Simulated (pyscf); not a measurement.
# Four-centre exchange: F–BH–F + H₂C=CH₂ -> F–BH–F + H₂C=CH₂

Gas phase, singlet surface, charge 0. Bonds broken: B2–H7, H4–C5. Bonds formed: B2–H4, C5–H7. PySCF, gas phase, ωB97X-D3(BJ)/def2-SVP geometries. Correlated levels are frozen-core, on RHF or UHF. ΔMP2 is the change of the MP2 total energy from the triple- to the quadruple-zeta basis.

Transition state (Å):

```xyz
10

F     -0.7400    -1.2338     1.4730
B     -0.8916    -1.1817     0.1295
F     -1.2326    -2.2919    -0.5741
H     -1.7345    -0.2370    -0.1875
C     -0.6332     0.3873    -0.7089
C     -0.2930     1.5731    -0.1599
H      0.1788    -0.6771    -0.4209
H     -0.7947     0.2557    -1.7832
H     -0.1768     2.4304    -0.8234
H     -0.1332     1.6975     0.9123
```

One imaginary mode, 1206i cm⁻¹; descent along it reached the two sides named.

| bond | change | reactant side (Å) | saddle | product side |
|---|---|---|---|---|
| B2–H7 | breaks | 1.201 | 1.305 | 3.3 |
| H4–C5 | breaks | 1.095 | 1.369 | 3.4 |
| B2–H4 | forms | 3.4 | 1.305 | 1.201 |
| C5–H7 | forms | 3.3 | 1.369 | 1.095 |

Electronic energies relative to the separated reactants (kJ/mol):

| level | barrier | reaction energy | reverse barrier |
|---|---|---|---|
| ωB97X-D3(BJ)/def2-TZVP | 288.3 | 0.0 | 288.3 |
| PBE/def2-TZVP | 237.3 | 0.0 | 237.3 |
| r²SCAN/def2-TZVP | 250.3 | 0.0 | 250.3 |
| B3LYP-D3(BJ)/def2-TZVP | 281.8 | 0.0 | 281.8 |
| PBE0-D3(BJ)/def2-TZVP | 253.4 | 0.0 | 253.4 |
| M06-2X/def2-TZVP | 283.0 | 0.0 | 283.0 |
| ωB97M-D3(BJ)/def2-TZVP | 288.3 | 0.0 | 288.3 |
| HF/def2-TZVP | 394.6 | 0.0 | 394.6 |
| MP2/def2-QZVPP | 293.1 | 0.0 | 293.1 |
| CCSD/def2-TZVPP | 314.7 | 0.0 | 314.7 |
| CCSD(T)/def2-TZVPP | 299.7 | 0.0 | 299.7 |
| CCSD(T)/def2-TZVPP + ΔMP2(QZVPP) | 299.0 | 0.0 | 299.0 |

With CCSD(T)/def2-TZVPP + ΔMP2(QZVPP) energies and thermal terms (ideal gas, 1 atm, RRHO with modes under 100 cm⁻¹ raised to 100, one conformer, R ln 2 for chiral ones without a mode under 150 cm⁻¹), in kJ/mol:

| T (K) | ΔH‡ | ΔG‡ | ΔH | ΔG |
|---|---|---|---|---|
| 298 | 296.4 | 343.2 | 0.0 | 0.0 |
| 600 | 297.5 | 390.3 | 0.0 | 0.0 |
| 900 | 300.1 | 436.2 | 0.0 | 0.0 |
| 1200 | 303.2 | 481.1 | 0.0 | 0.0 |

At the saddle there is also a short B–C contact that neither side keeps. The same reactants have a lower exit, to H₃C–CH₂–B(F)–F (barrier +97.4 kJ/mol at ωB97M-D3(BJ), against +288.3 kJ/mol here). One saddle was located; it need not be the lowest between these sides. The CCSD(T) − MP2 part came from Ansatz, without density fitting, on the same reference.
